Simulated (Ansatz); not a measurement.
Naphthalene C10H8 was calculated with r²SCAN+rVV10 in Ansatz (PAW).

Q: Estimate the lattice energy and volume per molecule that the calculation returns.

A: 
- lattice energy: 82 kJ/mol
- volume per molecule: 164.15 Å³

Ansatz is a first-principles code.
